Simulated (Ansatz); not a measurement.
Two structures, one formula

Two relaxed structures of CH₅AlSi, singlet (PBE0-D4/def2-TZVP; forces vanish, vibrations not checked).

A:

```
8
angstrom
C 0.5009 0.4797 0.0805
Al -0.9652 0.7374 -1.1151
Si 0.6668 -1.0268 0.8620
H -1.9678 -0.4795 -1.3227
H -1.1912 2.1092 -1.8829
H 1.2370 1.2537 0.2854
H 1.7403 -1.3994 1.8171
H -0.2955 -2.1268 0.6331
```

B:

```
atom    x (Å)    y (Å)    z (Å)
  C1  -0.4360   0.2981  -0.7496
 Al2   0.0931   1.1923   0.9015
 Si3   0.4479  -1.0334   0.3216
  H4  -1.5227   0.1418  -0.7537
  H5  -0.1019   0.4783  -1.7706
  H6   0.0599   2.5993   1.6214
  H7   1.7804  -1.4123  -0.2251
  H8  -0.3208  -2.2641   0.6546
```

Program: Ansatz 0.2.0. Basis: def2-TZVPP. Cores are frozen in the correlated methods. B3LYP uses VWN-RPA correlation.

**Question.** Which structure is lower at CCSD(T), and by how much? (An estimate is asked for; the value comes from the calculation.)

**Answer.** Computed: A, by 0.098 eV (electronic energy, against the other). By their contacts, A is CH₅AlSi ([AlH2][CH][SiH2]) and B is CH₅AlSi ([CH2]1[AlH][SiH2]1).

**Question.** Do the other methods give the same order? (Judge from chemistry; the calculation decides.)

**Answer.** Computed: Not all: PBE-D4, r2SCAN-D4, PBE0-D4 give the other order.

| method | E(B) − E(A) (eV) |
| --- | --- |
| PBE-D4 | -0.102 |
| r2SCAN-D4 | -0.038 |
| PBE0-D4 | -0.130 |
| B3LYP-D4 | 0.143 |
| wB97M-V | 0.055 |
| HF | 0.223 |
| MP2 | 0.129 |
| CCSD | 0.088 |
| CCSD(T) | 0.098 |

The T1 diagnostic stays at or below 0.014.

Labels in which every atom is bracketed show which atoms are joined, not bond orders.

For scale, one of the runs: CCSD(T)/def2-TZVPP, 185 basis functions, launched by `ansatz run in.yaml --threads 2 --pin off --events-out ev --progress --plain --max-ram 4352MiB`. Time: 22 s of wall clock on 2 CPU threads of an Arm Neoverse V1; the host was shared. Peak host memory: 1.7 GiB.
